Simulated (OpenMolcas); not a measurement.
# A workflow on CH8BN (SMILES [BH3-][NH2+]C)

We compute the energy (HF/ANO-R0), then the energy (CASSCF(2,2)/ANO-R1), then an energy scan (CASPT2(2,2)/ANO-R1), then an energy scan (SC-NEVPT2(2,2)/ANO-R1), then the energy along one coordinate (MC-PDFT[tPBE](2,2)/ANO-R1) of CH8BN. 

The calculation is run with OpenMolcas 26.06.

### 1 The molecule

The species is CH8BN (11 atoms), meant as a singlet with charge 0. SMILES: `[BH3-][NH2+]C`. The shape is that of a PBE0-D4/def2-TZVP optimisation.

Bond lengths: B1–N2 1.626 Å, N2–C3 1.469 Å, B1–H4 1.214 Å, B1–H5 1.214 Å, B1–H6 1.214 Å, N2–H7 1.016 Å, N2–H8 1.016 Å, C3–H9 1.089 Å, C3–H10 1.089 Å, C3–H11 1.092 Å. Some angles: B1–N2–C3 114.0°, B1–N2–H7 108.2°, B1–N2–H8 108.2°, C3–N2–H7 109.9°, C3–N2–H8 109.9°, N2–B1–H4 105.5°, N2–B1–H5 105.4°, N2–B1–H6 105.4°, N2–C3–H9 108.2°, N2–C3–H10 108.2°.

### 2 The energy at HF/ANO-R0 (sfX2C) (run 1)

The input, struct.xyz:

```xyz
11

B     -0.828400     1.032000    -0.205100
N     -0.349500    -0.497500     0.070800
C      1.107800    -0.661100     0.155200
H     -2.040900     0.991000    -0.245400
H     -0.325100     1.341700    -1.265700
H     -0.402900     1.677500     0.731200
H     -0.783500    -0.815200     0.932300
H     -0.721000    -1.084700    -0.669900
H      1.475700    -0.024100     0.957600
H      1.543500    -0.317100    -0.781300
H      1.389800    -1.699400     0.341100
```

The input, step1.inp:

```
&gateway
  coord=struct.xyz
  basis=ANO-R0
  group=NoSym

&seward

&scf
  prorbitals=0

&localisation
  occupied
  freeze
  pipek-mezey

&localisation
  fileorb=$Project.LocOrb
  virtual
  pipek-mezey
```

Command:

```
$ export MOLCAS_MEM=1860
$ pymolcas step1.inp > step1.log
```

What it wrote:

```text
--- Start Module: gateway ---
[...]
--- Stop Module: gateway /rc=_RC_ALL_IS_WELL_ ---
[...]
      Basis functions           23
[...]
       Convergence after  10 Iterations
[...]
::    Total SCF energy                               -121.0184948903
[...]
      Total spin, S                                     0.0000000000
[...]
      Total electronic charge=   26.000000
      Total            charge=   -0.000000
[...]
      Dipole Moment (debye):
      Origin of the operator (angstrom)=   -0.0130   -0.0769    0.0132
                   X=  2.0618E+00               Y= -6.8085E+00               Z=  1.2252E+00           Total=  7.2186E+00
      Quadrupole Moment (debye*angstrom):
[...]
--- Start Module: localisation ---
[...]
--- Stop Module: localisation /rc=_RC_ALL_IS_WELL_ ---
--- Start Module: localisation ---
[...]
--- Stop Module: localisation /rc=_RC_ALL_IS_WELL_ ---
[...]
```

It took 4.5 s on 1 thread of AMD EPYC 7R43 (Zen 3), shared host; peak memory 0.38 GiB.

### 3 The energy at CASSCF(2,2)/ANO-R1 (sfX2C, RICD fitting) (run 2)

struct.xyz is that of step 2.

The input, step2.inp:

```
&GATEWAY
Coord = struct.xyz
Basis = ANO-R0
Group = NoSym
&SEWARD
&RASSCF
FileOrb = $CurrDir/step1.LocOrb
Alter = 2
1 11 13
1 14 21
Spin = 1
Nactel = 2 0 0
Inactive = 12
Ras2 = 2
OrbListing = Nothing
>>> COPY $Project.RunFile RUNFIL1
>>> COPY $Project.RasOrb INPORB
&GATEWAY
Coord = struct.xyz
Basis = ANO-R1
Group = NoSym
RICD
&SEWARD
>>> COPY $Project.RunFile RUNFIL2
&EXPBAS
&RASSCF
FileOrb = $Project.ExpOrb
Spin = 1
Nactel = 2 0 0
Inactive = 12
Ras2 = 2
OrbListing = Nothing
OrbAppear = Compact
```

Command:

```
$ export MOLCAS_MEM=1860
$ pymolcas step2.inp > step2.log
```

What it wrote:

```text
--- Start Module: gateway ---
[...]
--- Stop Module: gateway /rc=_RC_ALL_IS_WELL_ ---
[...]
      Basis functions           23
[...]
      Number of active orbitals                  2
[...]
      Spin quantum number                      0.0
[...]
      Active orbitals                            2
[...]
      Number of CSFs                             3
[...]
      Number of root(s) required                 1
[...]
      Convergence after 14 iterations
[...]
      printout of CI-coefficients larger than  0.05 for root  1
      energy=    -121.031427
      conf/sym  11     Coeff  Weight
             1  20   0.99552 0.99106
             3  02  -0.09454 0.00894
      Natural orbitals and occupation numbers for root  1
      sym 1:   1.982123   0.017877
      ************************************************************************************************************************
      *                                                    Final results                                                     *
[...]
::    RASSCF root number  1 Total energy:   -121.03142721
[...]
      Basis functions           82
[...]
--- Start Module: expbas ---
[...]
--- Stop Module: expbas /rc=_RC_ALL_IS_WELL_ ---
--- Start Module: rasscf ---
[...]
      Convergence after 20 iterations
[...]
      Natural orbitals and occupation numbers for root  1
      sym 1:   1.986233   0.013767
      ************************************************************************************************************************
      *                                                    Final results                                                     *
[...]
::    RASSCF root number  1 Total energy:   -121.75101281
[...]
      Total electronic charge=   26.000000
      Total            charge=   -0.000000
[...]
      Dipole Moment (debye):
      Origin of the operator (angstrom)=   -0.0130   -0.0769    0.0132
                   X=  1.9370E+00               Y= -5.2443E+00               Z=  9.5724E-01           Total=  5.6720E+00
      Quadrupole Moment (debye*angstrom):
[...]
--- Stop Module: rasscf /rc=_RC_ALL_IS_WELL_ ---
[...]
```

Run time: 14 s. Hardware: 1 thread of AMD EPYC 7R43 (Zen 3), shared host; peak memory 0.38 GiB.

### 4 The energy along one coordinate at CASPT2(2,2)/ANO-R1 (sfX2C, RICD fitting, ipea shift 0.25 Eh, pt2 variant SS) (run 3)

The input, step3.inp:

```
* CH8BN CASPT2
>>> EXPORT MOLCAS_PRINT=2
>>> COPY $CurrDir/step2.RasOrb $Project.RasOrb
>>> ForEach K in (1, 2, 3, 4, 5, 6, 7, 8, 9)
&GATEWAY
Coord=$CurrDir/point$K.xyz
Basis=ANO-R1
Group=NoSym
RICD
&SEWARD
&RASSCF
FileOrb=$Project.RasOrb
Spin=1
Nactel=2 0 0
Inactive=12
Ras2=2
OrbListing=Nothing
OrbAppear=Compact
&CASPT2
Imaginary=0.2
Frozen=3
>>> EndDo
```

Command:

```
$ export MOLCAS_MEM=1860
$ pymolcas step3.inp > step3.log
```

What it wrote:

```text
[...]
      Basis functions           82
[...]
      Number of active orbitals                  2
[...]
      Spin quantum number                      0.0
[...]
      Active orbitals                            2
[...]
      Number of CSFs                             3
[...]
      Number of root(s) required                 1
[...]
      Convergence after 11 iterations
[...]
      Natural orbitals and occupation numbers for root  1
      sym 1:   1.990068   0.009932
      ************************************************************************************************************************
      *                                                    Final results                                                     *
[...]
::    RASSCF root number  1 Total energy:   -121.73499447
[...]
::    CASPT2 Root  1     Total energy:   -122.17219920
[...]
      Convergence after 10 iterations
[...]
      Natural orbitals and occupation numbers for root  1
      sym 1:   1.986239   0.013761
      ************************************************************************************************************************
      *                                                    Final results                                                     *
[...]
      Convergence after 21 iterations
[...]
      Natural orbitals and occupation numbers for root  1
      sym 1:   1.984731   0.015269
      ************************************************************************************************************************
      *                                                    Final results                                                     *
[...]
      Convergence after 22 iterations
[...]
      Natural orbitals and occupation numbers for root  1
      sym 1:   1.987030   0.012970
      ************************************************************************************************************************
      *                                                    Final results                                                     *
[...]
      Convergence after 17 iterations
[...]
      Natural orbitals and occupation numbers for root  1
      sym 1:   1.988021   0.011979
      ************************************************************************************************************************
      *                                                    Final results                                                     *
[...]
::    RASSCF root number  1 Total energy:   -121.68632482
[...]
::    CASPT2 Root  1     Total energy:   -122.10087928
[...]
      Convergence after 14 iterations
[...]
::    RASSCF root number  1 Total energy:   -121.68371723
[...]
::    CASPT2 Root  1     Total energy:   -122.09760251
[...]
```

Wall time 90 s (1 thread of AMD EPYC 7R43 (Zen 3), shared host); peak memory 0.085 GiB.

The scan, from its lowest point:

```
N2–B1 (Å)  energy (kJ/mol)
    1.464             32.7
    1.626              0.0
    1.789             11.9
    2.033             56.6
    2.358            116.9
    2.765            168.9
    3.253            201.9
    3.903            220.0
    4.879            228.6
```

### 5 The energy along one coordinate at SC-NEVPT2(2,2)/ANO-R1 (sfX2C, RICD fitting, pt2 variant SC-NEVPT2) (run 4)

The input, step4.inp:

```
>>> EXPORT MOLCAS_PRINT=2
>>> COPY $CurrDir/step2.RasOrb $Project.RasOrb
>>> ForEach K in (1, 2, 3, 4, 5, 6, 7, 8, 9)

&gateway
 coord=$CurrDir/point$K.xyz
 basis=ANO-R1
 group=NoSym
 ricd

&seward

&rasscf
 fileorb=$Project.RasOrb
 spin=1
 nactel=2 0 0
 inactive=12
 ras2=2
 orblisting=Nothing
 orbappear=Compact

&caspt2
 sc-nevpt2
 frozen=3
>>> EndDo
```

Command:

```
$ export MOLCAS_MEM=1860
$ pymolcas step4.inp > step4.log
```

What it wrote:

```text
[...]
      Basis functions           82
[...]
      Number of active orbitals                  2
[...]
      Spin quantum number                      0.0
[...]
      Active orbitals                            2
[...]
      Number of CSFs                             3
[...]
      Number of root(s) required                 1
[...]
      Convergence after 11 iterations
[...]
      printout of CI-coefficients larger than  0.05 for root  1
      energy=    -121.734994
      conf/sym  11     Coeff  Weight
             1  20   0.99751 0.99503
             3  02  -0.07047 0.00497
      Natural orbitals and occupation numbers for root  1
      sym 1:   1.990068   0.009932
      ************************************************************************************************************************
      *                                                    Final results                                                     *
[...]
::    RASSCF root number  1 Total energy:   -121.73499447
[...]
      E2 (Variational):          -0.4338856509
[...]
::    SC-NEVPT2 Root  1     Total energy:   -122.16878561
[...]
      Convergence after 10 iterations
[...]
      Natural orbitals and occupation numbers for root  1
      sym 1:   1.986239   0.013761
      ************************************************************************************************************************
      *                                                    Final results                                                     *
[...]
      Convergence after 21 iterations
[...]
      Natural orbitals and occupation numbers for root  1
      sym 1:   1.984731   0.015269
      ************************************************************************************************************************
      *                                                    Final results                                                     *
[...]
      Convergence after 22 iterations
[...]
      Natural orbitals and occupation numbers for root  1
      sym 1:   1.987030   0.012970
      ************************************************************************************************************************
      *                                                    Final results                                                     *
[...]
      Convergence after 17 iterations
[...]
::    RASSCF root number  1 Total energy:   -121.68632482
[...]
::    SC-NEVPT2 Root  1     Total energy:   -122.10002312
[...]
      Convergence after 14 iterations
[...]
::    RASSCF root number  1 Total energy:   -121.68371723
[...]
      E2 (Variational):          -0.4129425462
[...]
      Reference weight:           0.87734
[...]
::    SC-NEVPT2 Root  1     Total energy:   -122.09665978
[...]
```

Run time: 92 s. Hardware: 1 thread of AMD EPYC 7R43 (Zen 3), shared host; peak memory 0.085 GiB.

The scan, from its lowest point:

```
N2–B1 (Å)  energy (kJ/mol)
    1.464             35.3
    1.626              0.0
    1.789             10.1
    2.033             53.5
    2.358            113.4
    2.765            165.2
    3.253            197.8
    3.903            215.9
    4.879            224.7
```

### 6 The energy along one coordinate at MC-PDFT[tPBE](2,2)/ANO-R1 (sfX2C, RICD fitting) (run 5)

The input, step5.inp:

```
>>> EXPORT MOLCAS_PRINT=2
>>> COPY $CurrDir/step2.RasOrb $Project.RasOrb
>>> ForEach K in (1, 2, 3, 4, 5, 6, 7, 8, 9)
&gateway
coord=$CurrDir/point$K.xyz
basis=ANO-R1
group=NoSym
ricd
&seward
&rasscf
fileorb=$Project.RasOrb
spin=1
nactel=2 0 0
inactive=12
ras2=2
orblisting=Nothing
orbappear=Compact
&mcpdft
ksdft=T:PBE
>>> EndDo
```

Command:

```
$ export MOLCAS_MEM=1860
$ pymolcas step5.inp > step5.log
```

What it wrote:

```text
--- Start Module: gateway ---
[...]
      Basis functions           82
[...]
      Number of active orbitals                  2
[...]
      Spin quantum number                      0.0
[...]
      Active orbitals                            2
[...]
      Number of CSFs                             3
[...]
      Number of root(s) required                 1
[...]
      Convergence after 11 iterations
[...]
      printout of CI-coefficients larger than  0.05 for root  1
      energy=    -121.734994
      conf/sym  11     Coeff  Weight
             1  20   0.99751 0.99503
             3  02  -0.07047 0.00497
      Natural orbitals and occupation numbers for root  1
      sym 1:   1.990068   0.009932
      ************************************************************************************************************************
      *                                                    Final results                                                     *
[...]
::    RASSCF root number  1 Total energy:   -121.73499447
[...]
::    MCPDFT root number  1 Total energy:   -122.38661296
[...]
      Convergence after 10 iterations
[...]
      Natural orbitals and occupation numbers for root  1
      sym 1:   1.986239   0.013761
      ************************************************************************************************************************
      *                                                    Final results                                                     *
[...]
      Convergence after 21 iterations
[...]
      Natural orbitals and occupation numbers for root  1
      sym 1:   1.984731   0.015269
      ************************************************************************************************************************
      *                                                    Final results                                                     *
[...]
      Convergence after 22 iterations
[...]
      Natural orbitals and occupation numbers for root  1
      sym 1:   1.987030   0.012970
      ************************************************************************************************************************
      *                                                    Final results                                                     *
[...]
      Convergence after 17 iterations
[...]
::    RASSCF root number  1 Total energy:   -121.68632482
[...]
::    MCPDFT root number  1 Total energy:   -122.31762053
[...]
      Convergence after 14 iterations
[...]
::    RASSCF root number  1 Total energy:   -121.68371723
[...]
      Total electronic charge=   26.000000
      Total            charge=   -0.000000
[...]
::    MCPDFT root number  1 Total energy:   -122.31472330
[...]
```

Wall time 1.9 min (1 thread of AMD EPYC 7R43 (Zen 3), shared host); peak memory 0.085 GiB.

The scan, from its lowest point:

```
N2–B1 (Å)  energy (kJ/mol)
    1.464             31.3
    1.626              0.0
    1.789             11.4
    2.033             54.1
    2.358            112.4
    2.765            163.5
    3.253            195.5
    3.903            212.5
    4.879            220.1
```

### 7 What came out

| quantity | value |
| --- | --- |
| run 1, HF/ANO-R0: total energy | -121.01849 Eh |
| run 1, HF/ANO-R0: dipole moment | 7.22 D |
| run 1, HF/ANO-R0: HOMO energy | -12.58 eV |
| run 1, HF/ANO-R0: LUMO energy | 3.24 eV |
| run 1, HF/ANO-R0: HOMO–LUMO gap | 15.82 eV |
| run 2, CASSCF(2,2)/ANO-R1: total energy | -121.75101 Eh |
| run 2, CASSCF(2,2)/ANO-R1: dipole moment (CASSCF density) | 5.67 D |
| run 3, CASPT2(2,2)/ANO-R1: lowest energy of the scan | -122.18466 Eh |
| run 4, SC-NEVPT2(2,2)/ANO-R1: lowest energy of the scan | -122.18224 Eh |
| run 5, MC-PDFT[tPBE](2,2)/ANO-R1: lowest energy of the scan | -122.39855 Eh |

**Reading.** Mulliken charges (run 1, HF/ANO-R0) run from -0.79 on C3 to +0.43 on H7. Mulliken charges (run 2, CASSCF(2,2)/ANO-R1) run from -0.35 on B1 to +0.22 on H7.
